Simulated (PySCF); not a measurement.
Homolysis of single bonds, series Si F-OH. All species are isolated molecules in the gas phase. One relaxed conformer stands for each flexible species; it need not be the lowest. Strings in code marks are SMILES.

The dipole moment from two functionals at the same geometries (PBE0-D3(BJ)/def2-TZVP), both in PySCF: PBE-D3(BJ)/def2-TZVP and ωB97X-D3(BJ)/def2-TZVP. 

| species | ωB97X-D3(BJ)/def2-TZVP (D) |
|---|---|
| whole molecule (`F[Si](F)(F)F`) | 0.00 |
| radical fragment (`F[Si](F)F`) | 1.14 |
| whole molecule (`O[Si](F)(F)F`) | 2.16 |
| radical fragment (`[OH]`) | 1.77 |

What does PBE-D3(BJ)/def2-TZVP give for each?


- whole molecule (`F[Si](F)(F)F`): 0.00
- radical fragment (`F[Si](F)F`): 1.00
- whole molecule (`O[Si](F)(F)F`): 2.10
- radical fragment (`[OH]`): 1.72
Over these rows, drawn at random from the members with no instability flagged (it was tested for open shells, ions and some series alone), PBE minus ωB97X-D3(BJ): mean -0.06 D, from -0.14 D to 0.00 D.
